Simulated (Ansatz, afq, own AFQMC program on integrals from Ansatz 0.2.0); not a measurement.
**AlH⁻, doublet: AFQMC among the cluster methods**

```xyz
2

Al    0.0000    0.0000    0.0000
H     0.0000    0.0000    1.7061
```

Basis aug-cc-pVDZ. Only valence electrons are correlated. AFQMC by an in-house program on the Cholesky factors that Ansatz 0.2.0 writes for its CCSD(T) run. The CISD trial takes its coefficients from CCSD amplitudes. Released means that phaseless walkers are propagated on without the constraint, phases kept. Free AFQMC starts from the CCSD state and is never constrained. Its projection time is finite, and what remains of the start isn't in its error. ± is one standard error of the sampling.

Determinant: UHF, the one that the program's search chose, which needn't be the lowest solution. The geometry is a point of a scan.

Full CI on the same integrals is exact in this basis and with this determinant's frozen core.

Cautions: an unrestricted solution with more broken spin lies lower (8 meV, ⟨S²⟩ 0.90).

```
T1 diagnostic                               : 0.0236
weight of the determinant in the CISD state : 0.899
⟨S²⟩ of the determinant                     : 0.773
size of the correlated space                : 5 electrons in 31 orbitals
```

```tsv
level	correlation energy (eV)
MP2	-1.6924
CCSD	-2.3227
CCSD(T)	-2.3868
```

Task: Estimate where phaseless AFQMC with the Hartree–Fock trial lies against CCSD(T) on the same integrals.

Result: 0.1 ± 1.7 kJ/mol above CCSD(T). The gap is under twice the noise, so this walk alone can't tell the two apart.

Reference: full CI, correlation energy -2.412 eV. The released energy is read at 2.40 1/Eh (meV from the phaseless value at times in 1/Eh: -1.8 ± 1.8 at 0.24, -3.1 ± 1.5 at 0.51, -4.6 ± 1.0 at 0.99, -6.1 ± 1.0 at 1.62, -7.2 ± 0.7 at 2.40).

```tsv
level	E − E(reference) (kJ/mol)	share of correlation (%)
CCSD(T)	2.4	98.95
CCSDT	0.3	99.88
CCSDT(Q)	0.1	99.98
CCSDTQ	0.0	100.00
ph-AFQMC/HF	2.6 ± 1.7	98.90
ph-AFQMC/CISD	1.0 ± 0.2	99.58
released AFQMC	0.3 ± 0.07	99.88
free AFQMC	0.2 ± 0.08	99.91
```

CCSDT and higher add their correlation energy to the determinant of the CCSD(T) run, since their own runs factorise the integrals more tightly (a shift of under 2 meV). Free projections are given only where their last times agree within the noise and don't stop above the reference; a slow remainder of the start can still hide under it. A walk keeps the symmetry of its determinant, which the program's search chose and which needn't be the lowest solution, so a lower state of the same spin and another symmetry isn't excluded. Released energies are given only where the last usable release times agree within the noise; a slower fall can still hide under it.
